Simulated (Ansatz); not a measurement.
We consider body-centred tetragonal In, described by PBEsol in Ansatz (PAW).

Numerical settings: plane-wave cutoff 520 eV, 24×24×24 k mesh, Fermi–Dirac smearing 0.05 eV, scalar-relativistic PAW data made under PBE.

Shape and atoms are relaxed at each volume.

Pressure at four volumes; x = ln(V/25.549 Å³). One pressure is withheld.

```json
[
 {"V (Å³/atom)": "24.527", "x": "-0.0408", "P (GPa)": "?"},
 {"V (Å³/atom)": "25.038", "x": "-0.0202", "P (GPa)": "0.96"},
 {"V (Å³/atom)": "25.549", "x": "0.0000", "P (GPa)": "0.00"},
 {"V (Å³/atom)": "26.571", "x": "0.0392", "P (GPa)": "-1.59"}
]
```

### Question
Pass a parabola P(x) through the three rows shown, estimate the bulk modulus and its pressure derivative near zero pressure, and predict the withheld pressure.

### Answer
Slopes between the rows: (0.00 − (0.96))/(0.0000 − (-0.0202)) = -47.52 and (-1.59 − (0.00))/(0.0392 − (0.0000)) = -40.56 GPa. Their difference over the span 0.0594 is c = 6.96/0.0594 = 117.2 GPa, so P(x) = 0.96 + (-47.52)(x − (-0.0202)) + 117.2 (x − (-0.0202))(x − (0.0000)). At the middle row B = −dP/dx = −[-47.52 + 117.2 × 0.0202] = 45.2 GPa, and B′ = dB/dP = 2c/B = 5.2. At x = -0.0408 the parabola gives 2.04 GPa; the run gives 2.04 GPa. The Birch–Murnaghan fit to the energies at all volumes has B0 = 44.9 GPa and B′ = 5.1.

Measured, for comparison: bulk modulus 44.7 GPa (copied from a table, unchecked, extrapolated to 0 K and zero-point effects removed; as tabulated in Lejaeghere et al. (2013), arXiv:1204.2733). Computed less measured: bulk modulus not scored (unchecked).

Spin–orbit coupling is not included.

Ansatz is an electronic-structure program.
